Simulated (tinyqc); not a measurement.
RHF in the sto-3g basis, for H2O, spin multiplicity 1, step by step. One step of it, computed by the program tinyqc.

Task: Iteration 2: building the Fock matrix. J_ij = sum D_kl (ij|kl), K_ij = sum D_kl (ik|jl); F = H + J - 0.5 K; E = tr D H + tr D J / 2 - 0.25 tr D K + E_nn.

D after iteration 1:
```
,1O 1s,1O 2s,1O 2px,1O 2py,1O 2pz,2H 1s,3H 1s
1O 1s,2.112749,-0.484419,0.000000,0.000640,0.101080,-0.005905,-0.001807
1O 2s,-0.484419,2.213868,0.000000,-0.008673,-0.618208,-0.178133,-0.182376
1O 2px,0.000000,0.000000,2.000000,0.000000,0.000000,0.000000,0.000000
1O 2py,0.000640,-0.008673,0.000000,0.693326,0.012769,0.565334,-0.572129
1O 2pz,0.101080,-0.618208,0.000000,0.012769,1.036099,0.502113,0.502454
2H 1s,-0.005905,-0.178133,0.000000,0.565334,0.502113,0.702822,-0.214958
3H 1s,-0.001807,-0.182376,0.000000,-0.572129,0.502454,-0.214958,0.733828
```

core Hamiltonian H = T + V (hartree):
```
,1O 1s,1O 2s,1O 2px,1O 2py,1O 2pz,2H 1s,3H 1s
1O 1s,-32.788391,-7.628776,0.000000,-0.000781,-0.023923,-2.060925,-1.931814
1O 2s,-7.628776,-9.395010,0.000000,-0.007027,-0.274805,-4.210735,-4.031029
1O 2px,0.000000,0.000000,-7.506649,0.000000,0.000000,0.000000,0.000000
1O 2py,-0.000781,-0.007027,0.000000,-7.657732,-0.004535,-2.024382,1.964550
1O 2pz,-0.023923,-0.274805,0.000000,-0.004535,-7.639704,-2.006890,-1.950399
2H 1s,-2.060925,-4.210735,0.000000,-2.024382,-2.006890,-5.402706,-2.149837
3H 1s,-1.931814,-4.031029,0.000000,1.964550,-1.950399,-2.149837,-5.288612
```

Two-electron integrals (ij|kl) in chemists' order, unique and non-zero (hartree):
```
i,j,k,l,(ij|kl)
1,1,1,1,4.785065
2,1,1,1,0.741380
2,1,2,1,0.136873
2,2,1,1,1.118947
2,2,2,1,0.256633
2,2,2,2,0.817206
3,1,3,1,0.024477
3,2,3,1,0.037809
3,2,3,2,0.180518
3,3,1,1,1.115814
3,3,2,1,0.256684
3,3,2,2,0.817023
3,3,3,3,0.880159
4,1,4,1,0.024477
4,2,4,1,0.037809
4,2,4,2,0.180518
4,3,4,3,0.047444
4,4,1,1,1.115814
4,4,2,1,0.256684
4,4,2,2,0.817023
4,4,3,3,0.785270
4,4,4,4,0.880159
5,1,5,1,0.024477
5,2,5,1,0.037809
5,2,5,2,0.180518
5,3,5,3,0.047444
5,4,5,4,0.047444
5,5,1,1,1.115814
5,5,2,1,0.256684
5,5,2,2,0.817023
5,5,3,3,0.785270
5,5,4,4,0.785270
5,5,5,5,0.880159
6,1,1,1,0.202408
6,1,2,1,0.037011
6,1,2,2,0.068809
6,1,3,3,0.068682
6,1,4,1,0.001225
6,1,4,2,0.002281
6,1,4,4,0.068888
6,1,5,1,0.001150
6,1,5,2,0.002140
6,1,5,4,0.000193
6,1,5,5,0.068864
6,1,6,1,0.010135
6,2,1,1,0.453477
6,2,2,1,0.105138
6,2,2,2,0.366160
6,2,3,3,0.360293
6,2,4,1,0.005680
6,2,4,2,0.041918
6,2,4,4,0.369477
6,2,5,1,0.005330
6,2,5,2,0.039331
6,2,5,4,0.008617
6,2,5,5,0.368378
6,2,6,1,0.028892
6,2,6,2,0.196827
6,3,3,1,0.011464
6,3,3,2,0.065023
6,3,4,3,0.008886
6,3,5,3,0.008337
6,3,6,3,0.029347
6,4,1,1,0.225643
6,4,2,1,0.053036
6,4,2,2,0.197364
6,4,3,3,0.188249
6,4,4,1,0.014007
6,4,4,2,0.086711
6,4,4,4,0.210998
6,4,5,1,0.002387
6,4,5,2,0.020349
6,4,5,4,0.013007
6,4,5,5,0.192631
6,4,6,1,0.015272
6,4,6,2,0.128890
6,4,6,4,0.112893
6,5,1,1,0.211714
6,5,2,1,0.049762
6,5,2,2,0.185181
6,5,3,3,0.176629
6,5,4,1,0.002387
6,5,4,2,0.020349
6,5,4,4,0.181299
6,5,5,1,0.013703
6,5,5,2,0.084116
6,5,5,4,0.013267
6,5,5,5,0.197415
6,5,6,1,0.014329
6,5,6,2,0.120934
6,5,6,4,0.078389
6,5,6,5,0.102897
6,6,1,1,0.566149
6,6,2,1,0.133377
6,6,2,2,0.528544
6,6,3,3,0.507030
6,6,4,1,0.010029
6,6,4,2,0.098997
6,6,4,4,0.541028
6,6,5,1,0.009410
6,6,5,2,0.092886
6,6,5,4,0.031899
6,6,5,5,0.536960
6,6,6,1,0.037050
6,6,6,2,0.344781
6,6,6,4,0.258268
6,6,6,5,0.242326
6,6,6,6,0.774606
7,1,1,1,0.189546
7,1,2,1,0.034669
7,1,2,2,0.064485
7,1,3,3,0.064365
7,1,4,1,-0.001155
7,1,4,2,-0.002151
7,1,4,4,0.064561
7,1,5,1,0.001084
7,1,5,2,0.002019
7,1,5,4,-0.000183
7,1,5,5,0.064538
7,1,6,1,0.009371
7,1,6,2,0.026368
7,1,6,4,0.012628
7,1,6,5,0.013084
7,1,6,6,0.033412
7,1,7,1,0.008894
7,2,1,1,0.432946
7,2,2,1,0.100417
7,2,2,2,0.350755
7,2,3,3,0.345047
7,2,4,1,-0.005447
7,2,4,2,-0.040531
7,2,4,4,0.353978
7,2,5,1,0.005113
7,2,5,2,0.038044
7,2,5,4,-0.008383
7,2,5,5,0.352916
7,2,6,1,0.026871
7,2,6,2,0.160316
7,2,6,4,0.071033
7,2,6,5,0.096340
7,2,6,6,0.239781
7,2,7,1,0.025869
7,2,7,2,0.181944
7,3,3,1,0.010843
7,3,3,2,0.061884
7,3,4,3,-0.008553
7,3,5,3,0.008028
7,3,6,3,0.023217
7,3,7,3,0.026838
7,4,1,1,-0.218348
7,4,2,1,-0.051331
7,4,2,2,-0.191552
7,4,3,3,-0.182741
7,4,4,1,0.013305
7,4,4,2,0.083052
7,4,4,4,-0.204695
7,4,5,1,-0.002311
7,4,5,2,-0.019869
7,4,5,4,0.012578
7,4,5,5,-0.187012
7,4,6,1,-0.013060
7,4,6,2,-0.072430
7,4,6,4,-0.009105
7,4,6,5,-0.042382
7,4,6,6,-0.092618
7,4,7,1,-0.013845
7,4,7,2,-0.120702
7,4,7,4,0.106062
7,5,1,1,0.204947
7,5,2,1,0.048181
7,5,2,2,0.179795
7,5,3,3,0.171525
7,5,4,1,-0.002311
7,5,4,2,-0.019869
7,5,4,4,0.176075
7,5,5,1,0.013012
7,5,5,2,0.080533
7,5,5,4,-0.012824
7,5,5,5,0.191590
7,5,6,1,0.013499
7,5,6,2,0.097212
7,5,6,4,0.041995
7,5,6,5,0.080765
7,5,6,6,0.160689
7,5,7,1,0.012995
7,5,7,2,0.113293
7,5,7,4,-0.074362
7,5,7,5,0.096635
7,6,1,1,0.213935
7,6,2,1,0.050088
7,6,2,2,0.189737
7,6,3,3,0.185000
7,6,4,1,-0.000031
7,6,4,2,-0.000341
7,6,4,4,0.188074
7,6,5,1,0.004000
7,6,5,2,0.035168
7,6,5,4,-0.000106
7,6,5,5,0.195936
7,6,6,1,0.013672
7,6,6,2,0.103047
7,6,6,4,0.057380
7,6,6,5,0.071304
7,6,6,6,0.187686
7,6,7,1,0.012820
7,6,7,2,0.099566
7,6,7,4,-0.056600
7,6,7,5,0.069629
7,6,7,6,0.065178
7,7,1,1,0.552017
7,7,2,1,0.130109
7,7,2,2,0.518251
7,7,3,3,0.497119
7,7,4,1,-0.009662
7,7,4,2,-0.096917
7,7,4,4,0.530495
7,7,5,1,0.009069
7,7,5,2,0.090968
7,7,5,4,-0.031328
7,7,5,5,0.526524
7,7,6,1,0.034778
7,7,6,2,0.245476
7,7,6,4,0.092815
7,7,6,5,0.163036
7,7,6,6,0.387507
7,7,7,1,0.033868
7,7,7,2,0.329016
7,7,7,4,-0.249540
7,7,7,5,0.234224
7,7,7,6,0.187686
7,7,7,7,0.774606
```

nuclear repulsion = 9.78715556 hartree

Give: Coulomb J; exchange K; Fock matrix F; total energy of this density.

Result:

Coulomb J (hartree):
```
,1O 1s,1O 2s,1O 2px,1O 2py,1O 2pz,2H 1s,3H 1s
1O 1s,17.3419,3.2693,0.0000,0.0000,-0.0019,0.8837,0.8279
1O 2s,3.2693,8.1914,0.0000,-0.0012,0.0846,3.6741,3.5219
1O 2px,0.0000,0.0000,8.1940,0.0000,0.0000,0.0000,0.0000
1O 2py,0.0000,-0.0012,0.0000,8.1706,0.0014,1.9707,-1.9166
1O 2pz,-0.0019,0.0846,0.0000,0.0014,8.1855,1.8938,1.8406
2H 1s,0.8837,3.6741,0.0000,1.9707,1.8938,5.4088,1.9239
3H 1s,0.8279,3.5219,0.0000,-1.9166,1.8406,1.9239,5.3270
```

exchange K (hartree):
```
,1O 1s,1O 2s,1O 2px,1O 2py,1O 2pz,2H 1s,3H 1s
1O 1s,9.7713,1.6464,0.0000,0.0002,0.0104,0.4631,0.4345
1O 2s,1.6464,2.6374,0.0000,0.0015,-0.0630,1.2562,1.2079
1O 2px,0.0000,0.0000,2.2778,0.0000,0.0000,0.0000,0.0000
1O 2py,0.0002,0.0015,0.0000,1.7672,0.0161,0.6717,-0.6635
1O 2pz,0.0104,-0.0630,0.0000,0.0161,1.9239,0.6549,0.6436
2H 1s,0.4631,1.2562,0.0000,0.6717,0.6549,1.4179,0.5965
3H 1s,0.4345,1.2079,0.0000,-0.6635,0.6436,0.5965,1.3912
```

Fock matrix F (hartree):
```
,1O 1s,1O 2s,1O 2px,1O 2py,1O 2pz,2H 1s,3H 1s
1O 1s,-20.3322,-5.1827,0.0000,-0.0009,-0.0310,-1.4087,-1.3211
1O 2s,-5.1827,-2.5223,0.0000,-0.0090,-0.1587,-1.1647,-1.1131
1O 2px,0.0000,0.0000,-0.4516,0.0000,0.0000,0.0000,0.0000
1O 2py,-0.0009,-0.0090,0.0000,-0.3707,-0.0112,-0.3895,0.3797
1O 2pz,-0.0310,-0.1587,0.0000,-0.0112,-0.4161,-0.4406,-0.4316
2H 1s,-1.4087,-1.1647,0.0000,-0.3895,-0.4406,-0.7029,-0.5242
3H 1s,-1.3211,-1.1131,0.0000,0.3797,-0.4316,-0.5242,-0.6572
```

total energy of this density = -74.927832 hartree
